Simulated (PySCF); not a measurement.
Molecular orbitals of SF⁺

PBE0 at R = 1.531 Å; basis S 6-311G(d,p), F 6-311G(d,p); no relativity; PySCF 2.14. State: ³Σ⁻ (triplet), unpaired electrons π ↑↑. Only the outer orbitals are listed, counted within each symmetry.

```csv
spin,orbital,occ.,ε (eV),on S (%),main shells (%)
α,5σ,1,-45.08,12,85 F s
α,6σ,1,-30.64,74,"74 S s, 14 F p, 11 F s"
α,7σ,1,-23.85,45,"52 F p, 27 S p, 16 S s"
α,2π,1,-23.68,22,"78 F p, 20 S p"
α,2π,1,-23.68,22,"78 F p, 20 S p"
α,3π,1,-18.10,80,"80 S p, 20 F p"
α,3π,1,-18.10,80,"80 S p, 20 F p"
α,8σ,0,-9.98,89,"78 S p, 16 F p"
α,4π,0,-1.79,101,100 S p
α,4π,0,-1.79,101,100 S p
β,5σ,1,-44.44,11,85 F s
β,6σ,1,-28.54,61,"60 S s, 27 F p, 12 F s"
β,7σ,1,-22.78,58,"41 F p, 30 S s, 27 S p"
β,2π,1,-22.33,13,"87 F p, 12 S p"
β,2π,1,-22.33,13,"87 F p, 12 S p"
β,3π,0,-13.04,88,"88 S p, 12 F p"
β,3π,0,-13.04,88,"88 S p, 12 F p"
β,8σ,0,-8.99,90,"77 S p, 14 F p"
```

Problem. Which are the highest filled and the lowest empty level, where do they sit, and how wide is the gap?

Solution. Highest filled α 3π at -18.10 eV (in %: 80 S p, 20 F p); lowest empty β 3π at -13.04 eV (in %: 88 S p, 12 F p); the gap at PBE0 is 5.06 eV. Both belong to one degenerate shell, split only by its one-sided filling, so this is no excitation gap.

```
bond order (Mayer)                                                                                                : 1.29
⟨S²⟩                                                                                                              : 2.005
charge on S (Mulliken, basis-dependent)                                                                           : 1.10
charge on S (Löwdin, basis-dependent)                                                                             : 1.04
dipole moment (positive dipole points towards F; it is taken about the centre of mass and depends on that origin) : -2.60 D
polarisability along the bond                                                                                     : 15.9 bohr³
polarisability across the bond                                                                                    : 8.0 bohr³
```

Shares are Mulliken populations and can fall outside 0 to 100 %.

The state is the lowest determinant that a PBE0 search found; another state may lie lower at other levels.
